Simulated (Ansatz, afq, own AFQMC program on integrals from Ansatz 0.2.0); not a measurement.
## GeNH2, quartet → GeNH2⁺, quintet

```xyz
4

Ge    0.0000    0.0000    0.4319
N     0.0000    0.0000   -1.8834
H     0.0000    0.8309   -2.4773
H     0.0000   -0.8309   -2.4773
```

Connectivity, by distances: Ge–NH2.

E(quintet, charge +1) − E(quartet, charge +0) at this geometry, on UHF and UHF determinants.

Basis cc-pVTZ. Noble-gas cores (and the filled d shells of Ga–Kr and In–Xe) are frozen. Ansatz 0.2.0 and our own AFQMC program on the same integrals; the CISD trial comes from CCSD amplitudes, and released means the phaseless constraint is let go. Uncertainties: one standard error, sampling alone. No spin–orbit coupling. The errors of all members are added in quadrature.

No full CI on the walks' own integrals is used here. The released AFQMC energy serves as the reference, which it does only where one determinant dominates, the energy is flat over the last release times and near the phaseless one (40 meV or 2 meV an electron, half that with transition metals). On small molecules, where full CI could be run and the noise was under 10 meV, such values lay within 10 meV of it in 19 cases of 20, a flattering rate, since the rule was set on those same cases; what remains of the bias isn't in the error bar. Each member takes its own surest rung, up to full CI.

Errors are counted within cc-pVTZ, not against nature.

Cautions: inner d shell frozen; no relativity below Rb; no spin-orbit coupling; GeNH₂ (quartet): lower spins were not checked, the released value is read at 1.50 1/Eh (meV from the phaseless value at times in 1/Eh: -4 ± 4 at 0.24, -4.7 ± 2.1 at 0.50, -11 ± 3 at 1.00, -9 ± 5 at 1.50); GeNH₂⁺ (quintet): another spin lies lower, its ph-AFQMC/CISD value lies 19 ± 5 meV above CCSDT(Q); this isn't the first ionization.

```csv
level,vertical ionization energy (eV)
MP2,10.381
CCSD,10.543
```

(1) From these cheaper values, estimate the vertical ionization energy at the reference level in cc-pVTZ.

(1) 10.581 ± 0.005 eV (AFQMC with the constraint released in cc-pVTZ).

```csv
level,vertical ionization energy (eV),error against released AFQMC (eV)
HF,9.334,-1.247 ± 0.005
CCSD(T),10.581,0.001 ± 0.005
ph-AFQMC/CISD,10.591 ± 0.008,0.010 ± 0.009
```

Correlation beyond CCSD(T) changes it by less than twice the noise. The perturbative (T) step is worth +0.039 eV.

A walk keeps the symmetry of its determinant, which the program's search chose and which needn't be the lowest solution, so a lower state of the same spin and another symmetry isn't excluded. Released energies are given only where the last usable release times agree within the noise; a slower fall can still hide under it.
